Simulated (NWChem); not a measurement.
# Polarisability of ethylene (C₂H₄)

SMILES: C=C
```xyz
6

C      0.0000     0.0000     0.6703
C      0.0000     0.0000    -0.6703
H      0.9374     0.0000     1.2507
H     -0.9374     0.0000     1.2507
H     -0.9374     0.0000    -1.2507
H      0.9374     0.0000    -1.2507
```
Charge 0, spin multiplicity 1.

All runs are NWChem calculations. Structure: optimised with PBE/def2-SVP, a minimum by its harmonic frequencies.

Basis set: 6-31G*. The field's frequency is 0.0428 Ha (1065 nm). This basis has no diffuse functions, which lowers polarisabilities.

| method | isotropic polarisability (bohr³) | difference from CCSD linear response |
|---|---|---|
| HF | 21.00 | +1.39 |
| CCSD linear response | 19.62 | 0.00 |
| BHandHLYP | 20.54 | +0.92 |
| PBE | 20.52 | +0.90 |
| B3LYP | 20.50 | +0.88 |

The values span 1.39 bohr³, from CCSD linear response (lowest) to HF (highest). 

The correlated methods keep 2 core orbitals frozen. B3LYP has NWChem's definition, with VWN1-RPA local correlation. The Pople sets run with spherical d functions. No row is a measurement; the coupled-cluster row has its own basis-set and correlation limits.
